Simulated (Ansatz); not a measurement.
**Scan of BeMgH2 (H-bridged), triplet**

Starting geometry (PBE0/def2-TZVP stationary point for this spin, not checked as a minimum):

```xyz
4

Be    0.0000   -0.0640    1.9142
Mg    0.0000   -0.0368   -0.6569
H     0.0000    1.0491    1.0318
H     0.0000    0.4099   -2.3070
```

From there all distances are scaled together; atoms are numbered as listed. Energies are in eV, counted from the starting geometry at the same level. Kohn–Sham curves are unrestricted where that lies lower.

Basis 6-31G; Ansatz 0.2.0. Only valence electrons are correlated (noble-gas cores frozen). The metal's outer-core shells are frozen, which leaves out core–valence correlation.

Unrestricted Kohn–Sham rows aren't spin-pure: their determinants' ⟨S²⟩ exceeds S(S+1) by up to 0.24, so they mix in states of higher spin.

In so small a basis the reference is far from its limit while semilocal and hybrid functionals are nearer theirs (RPA and double hybrids share much of the reference's basis error), so the functionals' errors here hold much of the reference's basis and frozen-core error, which can add to them or hide them.

Full CI is exact within this basis and frozen core; it isn't the basis-set limit.

| scale of all distances | full CI | PBE | revPBE | r2SCAN | PBE0 | B3LYP | wB97M-V | B2PLYP | PBE-QIDH | RPA-PBE |
| --- | --- | --- | --- | --- | --- | --- | --- | --- | --- | --- |
| 0.891 | 0.748 | 0.709 | 0.746 | 0.674 | 0.665 | 0.638 | 0.618 | 0.643 | 0.649 | 0.760 |
| 1.000 | 0.000 | 0.000 | 0.000 | 0.000 | 0.000 | 0.000 | 0.000 | 0.000 | 0.000 | 0.000 |
| 1.130 | 0.219 | 0.260 | 0.228 | 0.313 | 0.322 | 0.324 | 0.345 | 0.334 | 0.356 | 0.191 |
| 1.301 | 1.114 | 1.289 | 1.230 | 1.412 | 1.428 | 1.385 | 1.433 | 1.408 | 1.498 | 1.081 |
| 1.526 | 2.113 | 2.689 | 2.614 | 2.855 | 2.856 | 2.718 | 2.769 | 2.704 | 2.882 | 2.144 |
| 1.763 | 2.505 | 3.612 | 3.532 | 3.760 | 3.714 | 3.539 | 3.451 | 3.388 | 3.550 | 2.609 |
| 2.021 | 2.566 | 4.054 | 3.973 | 4.262 | 4.073 | 3.938 | 3.670 | 3.634 | 3.750 | 2.603 |
| 2.381 | 2.551 | 4.209 | 4.115 | 4.569 | 4.189 | 4.112 | 3.738 | 3.706 | 3.789 | 2.434 |

(1) Judged by the spread of the error over the points with a reference (largest less smallest), which of these follows full CI best and which worst?

## Answers

(1) Subtracting the full CI column from each: best RPA-PBE (errors from -0.117 to 0.105, spread 0.221 eV), worst r2SCAN (from -0.074 to 2.018, spread 2.091 eV). Functionals and wave-function methods converge differently with the basis, so part of this is basis effect.
